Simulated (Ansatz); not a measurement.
Results of PBE-D4 (plane waves, PAW; Ansatz, a program for electronic structure) for 2H MoTe2.

Run with plane-wave cutoff 520 eV, 12×12×4 k mesh (along the axes of the cell as run), Fermi–Dirac smearing 0.01 eV, no spin polarisation, scalar-relativistic PAW data made under PBE.

Results at a series of volumes:

| V (Å³/atom) | E − E_lowest (meV/atom) | P (GPa) |
|---|---|---|
| 23.322 | 6.12 | 2.155 |
| 23.808 | 1.43 | 0.975 |
| 24.294 | 0.00 | -0.001 |
| 24.780 | 1.24 | -0.791 |
| 25.266 | 4.61 | -1.407 |

### Question
Estimate the bulk modulus from the pressures at 23.808 and 24.780 Å³/atom, and compare it with a fit to all energies.

### Answer
B = −V dP/dV. Between V = 23.808 and 24.780 Å³/atom, dP/dV = (-0.791 − (0.975))/(24.780 − 23.808) = -1.82 GPa per Å³/atom; at the midpoint 24.294 Å³/atom this gives B ≈ 44.1 GPa. The third-order Birch–Murnaghan fit gives V0 = 24.294 Å³/atom, B0 = 43.7 GPa, B′ = 9.7, which lies within 1 % of that estimate.

Shape and atoms are relaxed at each volume.

Note: the bulk modulus comes from volumes at which shape and atoms were relaxed.

Spin–orbit coupling is not included.

Cost on a shared machine: about 21 core-minutes (a rough figure).
